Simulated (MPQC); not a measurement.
# One shape, several levels: BH3F− (SMILES [H][B-]([H])([H])F)

We compute a comparison of 6 runs (HF/STO-3G, HF/3-21G, PBE/STO-3G, B3LYP/6-31G*, PBE/cc-pVDZ, PBE0/6-311G**) of BH3F−. 

Program for the calculation: MPQC 2.3.1.

2 further runs of the same task are left out: 2 set aside as unsound or not needed.

## 1. The system as given

BH3F−: 5 atoms, total charge -1, spin state singlet. As SMILES, `[H][B-]([H])([H])F`. The shape is that of a GFN2-xTB optimisation.

Bond lengths: B1–F2 1.447 Å, B1–H3 1.227 Å, B1–H4 1.228 Å, B1–H5 1.226 Å. Angles: F2–B1–H3 108.4°, F2–B1–H4 108.4°, F2–B1–H5 108.4°, H3–B1–H4 110.5°, H3–B1–H5 110.6°, H4–B1–H5 110.5°.

## 2. Energy and forces at HF/STO-3G (run 1)

The input, run.in:

```
% BFH3
molecule<Molecule>: (
   symmetry = c1
   unit = angstrom
   { atoms geometry } = {
      B  [ -0.000350     0.000360    -0.057130 ]
      F  [ 0.012500    -0.020940     1.389230 ]
      H  [ 1.160070     0.011720    -0.454270 ]
      H  [ -0.590550     1.012650    -0.424140 ]
      H  [ -0.581670    -1.003790    -0.453700 ]
   }
)
basis<GaussianBasisSet>: (
   name = "STO-3G"
   molecule = $:molecule
   basisdir = "."
   puream = yes
)
mpqc: (
   checkpoint = no
   savestate = no
   restart = no
   do_energy = yes
   do_gradient = yes
   optimize = no
   mole<CLHF>: (
      molecule = $:molecule
      basis = $:basis
      total_charge = -1
      memory = 1000000000
      print_evals = yes
      print_npa = yes
      maxiter = 120
      value_accuracy = 1e-08
      guess_wavefunction<CLHF>: (
         molecule = $:molecule
         total_charge = -1
         memory = 1000000000
         value_accuracy = 1e-3
         basis<GaussianBasisSet>: (
            name = "STO-3G"
            molecule = $:molecule
         )
      )
   )
)
```

The basis set STO-3G is read from a file made from the Basis Set Exchange's data (not shown).

The run is started by

```
mpqc -o run.out run.in
```

The log of the run:

```text
MPQC: Massively Parallel Quantum Chemistry
[...]
  LUMO is    10   A =   0.977517
  total scf energy = -124.0458771887
[...]
Value of the MolecularEnergy: -124.0458771887
  Gradient of the MolecularEnergy:
      1    0.0000681199
      2   -0.0004546736
      3   -0.0205365773
      4    0.0001807155
      5   -0.0002954266
      6    0.0207073329
      7    0.0217582674
      8    0.0001633256
      9   -0.0002001454
     10   -0.0112419092
     11    0.0193135939
     12    0.0001581539
[...]
      symmetry = c1
[...]
```

Wall time 0.12 s (1 thread of Arm Neoverse V1, shared host).

## 3. Energy and gradient at HF/3-21G (run 2)

The input, job.in:

```
% BFH3
molecule<Molecule>: (
   symmetry = c1
   unit = angstrom
   { atoms geometry } = {
      B  [ -0.000350 0.000360 -0.057130 ]
      F  [ 0.012500 -0.020940 1.389230 ]
      H  [ 1.160070 0.011720 -0.454270 ]
      H  [ -0.590550 1.012650 -0.424140 ]
      H  [ -0.581670 -1.003790 -0.453700 ]
   }
)
basis<GaussianBasisSet>: (
   name = "3-21G"
   molecule = $:molecule
   basisdir = "."
   puream = yes
)
mpqc: (
   checkpoint = no
   savestate = no
   restart = no
   do_energy = yes
   do_gradient = yes
   optimize = no
   mole<CLHF>: (
      molecule = $:molecule
      basis = $:basis
      total_charge = -1
      memory = 1000000000
      print_evals = yes
      print_npa = yes
      maxiter = 120
      value_accuracy = 1e-08
      guess_wavefunction<CLHF>: (
         molecule = $:molecule
         total_charge = -1
         memory = 1000000000
         value_accuracy = 1e-3
         basis<GaussianBasisSet>: (
            name = "STO-2G"
            molecule = $:molecule
         )
      )
   )
)
```

The basis set 3-21G is read from a file made from the Basis Set Exchange's data (not shown).

The run is started by

```
mpqc -o job.out job.in
```

The log of the run:

```text
MPQC: Massively Parallel Quantum Chemistry
[...]
  LUMO is    10   A =   0.523575
  total scf energy = -125.2072956664
[...]
Value of the MolecularEnergy: -125.2072956664
  Gradient of the MolecularEnergy:
      1    0.0000112863
      2   -0.0002656738
      3   -0.0192605792
      4   -0.0001081921
      5    0.0001839624
      6   -0.0117813754
      7   -0.0049268250
      8   -0.0001503500
      9    0.0104294459
     10    0.0023940891
     11   -0.0040879063
     12    0.0101374440
[...]
      symmetry = c1
[...]
```

Run time: 0.2 s. Hardware: 1 thread of Arm Neoverse V1, shared host.

Runs 3 to 5 aren't shown in full; the table further down has their settings and results.

## 4. Energy and gradient at PBE0/6-311G(d,p) (run 6)

The input, run.in:

```
molecule<Molecule>: (
    symmetry = c1
    unit = angstrom
    { atoms geometry } = {
        B  [ -0.000350 0.000360 -0.057130 ]
        F  [ 0.012500 -0.020940 1.389230 ]
        H  [ 1.160070 0.011720 -0.454270 ]
        H  [ -0.590550 1.012650 -0.424140 ]
        H  [ -0.581670 -1.003790 -0.453700 ]
    }
)
basis<GaussianBasisSet>: (
    name = "6-311G**"
    molecule = $:molecule
    basisdir = "."
    puream = yes
)
mpqc: (
    checkpoint = no
    savestate = no
    restart = no
    do_energy = yes
    do_gradient = yes
    optimize = no
    mole<CLKS>: (
        molecule = $:molecule
        basis = $:basis
        total_charge = -1
        memory = 1000000000
        print_evals = yes
        print_npa = yes
        maxiter = 120
        value_accuracy = 1e-08
        functional<SumDenFunctional>: (
            a0 = 0.25
            coefs = [ 0.75 1 ]
            funcs: [ <PBEXFunctional>: () <PBECFunctional>: () ]
        )
        integrator<RadialAngularIntegrator>: ( grid = xfine )
        guess_wavefunction<CLHF>: (
            molecule = $:molecule
            total_charge = -1
            memory = 1000000000
            value_accuracy = 1e-3
            basis<GaussianBasisSet>: (
                name = "3-21G"
                molecule = $:molecule
            )
        )
    )
)
```

The basis set 6-311G** is read from a file made from the Basis Set Exchange's data (not shown).

The run is started by

```
mpqc -o run.out run.in
```

The log of the run:

```text
MPQC: Massively Parallel Quantum Chemistry
[...]
  Integrated electron density error = 0.001959789014
  iter     1 energy = -126.3519889906 delta = 6.81635e-02
  Integrated electron density error = -0.000096593260
  iter     2 energy = -126.4397111276 delta = 2.03367e-02
[...]
  Integrated electron density error = 0.000001534350
  iter     8 energy = -126.4431905535 delta = 2.07160e-06
  Integrated electron density error = 0.000001534369
  iter     9 energy = -126.4431905540 delta = 5.01305e-07
  Integrated electron density error = 0.000001534370
  iter    10 energy = -126.4431905540 delta = 5.88889e-08
[...]
  LUMO is    10   A =   0.295773
  total scf energy = -126.4431905540
[...]
  Integrated electron density error = 0.000001533479
  Total Gradient:
[...]
Value of the MolecularEnergy: -126.4431905540
  Gradient of the MolecularEnergy:
      1    0.0000437569
      2   -0.0003030901
      3   -0.0139739060
      4   -0.0000771433
      5    0.0001320649
      6   -0.0086425052
      7   -0.0064995609
      8   -0.0001211685
      9    0.0076313426
     10    0.0031597670
     11   -0.0054051932
     12    0.0073128268
[...]
        symmetry = c1
[...]
```

It took 19 s on 1 thread of Arm Neoverse V1, shared host; peak memory 0.15 GiB.

## 5. The series

| run | level | starting guess | integration grid | energy (Eh) | HOMO energy (eV) | LUMO energy (eV) | HOMO–LUMO gap (eV) | wall time |
| --- | --- | --- | --- | --- | --- | --- | --- | --- |
| 1 | HF/STO-3G | STO-3G | – | -124.045877 | -0.87 | 26.60 | 27.47 | 0.12 s |
| 2 | HF/3-21G | STO-2G | – | -125.207296 | -4.45 | 14.25 | 18.70 | 0.2 s |
| 3 | PBE/STO-3G | STO-3G | xfine | -124.491242 | 6.92 | 18.85 | 11.93 | 3.6 s |
| 4 | B3LYP/6-31G* (spherical functions) | STO-3G | xfine | -126.536667 | -0.38 | 10.18 | 10.56 | 9 s |
| 5 | PBE/cc-pVDZ | STO-3G | xfine | -126.389218 | 0.69 | 8.08 | 7.39 | 17 s |
| 6 | PBE0/6-311G** | 3-21G | xfine | -126.443191 | -1.24 | 8.05 | 9.29 | 19 s |

## 6. Results

| quantity | value |
| --- | --- |
| run 6: total energy | -126.44319 Eh |
| run 6: HOMO energy | -1.24 eV |
| run 6: LUMO energy | 8.05 eV |
| run 6: HOMO–LUMO gap (to an unbound level, set by the basis) | 9.29 eV |
| run 6: largest force on an atom | 0.719 eV/Å |

What this shows: The HOMO–LUMO gap runs from 7.39 eV (PBE/cc-pVDZ) to 27.47 eV (HF/STO-3G). The two ends differ in method and basis. The empty levels of an anion lie above zero and hang on the basis. Totals of different functionals can't be ranked against each other. In runs 3, 5 the HOMO lies above zero, so the outermost electron may be held by the basis alone. In runs 1, 3 the basis is minimal, so the values are rough. All runs together took 48 s, the longest 19 s.
